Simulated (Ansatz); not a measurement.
# CHSi (doublet): wave-function methods side by side at scale of all distances = 1.751, 6-31G

How much of the correlation energy of CHSi (doublet) does each wave-function method recover here?

The runs use Ansatz 0.2.0, Gaussian basis; 6-31G, core rule «outside noble gas», up to 6 orbitals frozen.

The runs, in order: UHF; CCSD(T) on ROHF; CCSD(T) on UHF; BCCD(T) on ROHF; CISD; CCSDT(Q) on ROHF; CCSDT(Q) on UHF; CISDTQ; CCSDTQ on ROHF; CASSCF and MRCISD+Q, 3 electrons in 3 orbitals; CASSCF and NEVPT2, 3 electrons in 3 orbitals; CASSCF and MRCISD+Q, 9 electrons in 9 orbitals; CASSCF and NEVPT2, 9 electrons in 9 orbitals; Full CI.

12 further runs of the same task are left out: 2 for a known fault of the program, 9 that didn't finish, 1 set aside as unsound or not needed.

**1. The geometry**

The geometry derives from a PBE0/def2-TZVP stationary point (not a proven minimum). All distances are scaled together.

3 atoms, charge 0, spin multiplicity 2.

Atoms are counted from 1 here; the program's logs count them from 0.

No contacts short enough for the rule that draws bonds.

**2. UHF**

File in.yaml:

```yaml
crystal:
  periodic: [false, false, false]
  atoms:
    - {symbol: Si, position_ang: [0.000000, 0.000000, 2.594004]}
    - {symbol: C, position_ang: [0.000000, 0.000000, -0.351967]}
    - {symbol: H, position_ang: [0.000000, 0.000000, -2.242037]}
basis:
  gaussian: {orbitals: 6-31G}
magnetization: {spin_polarized: true, initial_magnetization: 1}
hamiltonian: {xc: hf}
output: {orbitals: {seedname: orbitals}}
```

Launch:

```console
$ ansatz run in.yaml --threads 1 --pin off --events-out ev --progress --plain --max-ram 2393MiB
```

After this run come: CCSD(T) on ROHF; CCSD(T) on UHF; BCCD(T) on ROHF; CISD; CCSDT(Q) on ROHF; CCSDT(Q) on UHF; CISDTQ; CCSDTQ on ROHF; CASSCF and MRCISD+Q, 3 electrons in 3 orbitals; CASSCF and NEVPT2, 3 electrons in 3 orbitals; CASSCF and MRCISD+Q, 9 electrons in 9 orbitals; CASSCF and NEVPT2, 9 electrons in 9 orbitals; Full CI.

**Question.** What will the summary of the whole plan be? Wanted: FCI below the RHF energy; RMP2 from FCI; UMP2 from FCI; RCCSD from FCI; RCCSD(T) from FCI; UCCSD(T) from FCI; RCCSDT(Q) from FCI; UCCSDT(Q) from FCI; NEVPT2 valence from FCI.

The runs gave:

```
                         quantity                                           value
         FCI below the RHF energy                                      -5.2045 eV
                    RMP2 from FCI                                   +245.9 kJ/mol
                    UMP2 from FCI                                   +147.6 kJ/mol
                   RCCSD from FCI                                    +38.4 kJ/mol
                RCCSD(T) from FCI                                     +1.9 kJ/mol
                UCCSD(T) from FCI                                    +18.5 kJ/mol
               RCCSDT(Q) from FCI                                     -0.4 kJ/mol
               UCCSDT(Q) from FCI                                     +7.9 kJ/mol
          NEVPT2 valence from FCI                                    +35.9 kJ/mol
        MRCISD+Q valence from FCI                                     +3.8 kJ/mol
levels within 1 kcal/mol (43 meV)  RCCSD(T), RCCSDT(Q), RCCSDTQ, MRCISD+Q valence
                    T1 diagnostic                                           0.285
   effectively unpaired electrons                                            3.01
```

**Reading.** RCCSD(T) misses by +1.9 kJ/mol, 0.4 % of the correlation energy. CCSD(T) misses by +1.9 kJ/mol on the restricted determinant and by +18.5 kJ/mol on the unrestricted one; the two need not hold the same state or core. RCCSDT(Q) falls below full CI, which methods that aren't variational can do. The occupations show strong static correlation (3.0 unpaired electrons where one determinant has 1). Coupled cluster on one determinant still stays close here. Of the multireference levels listed MRCISD+Q valence comes nearest in total energy (+3.8 kJ/mol), which doesn't show that its space is the better one. Coupled cluster took another determinant than the lowest Hartree-Fock one. These misses are within one basis, not against nature; the frozen cores of restricted and unrestricted runs differ, which can shift their rows.
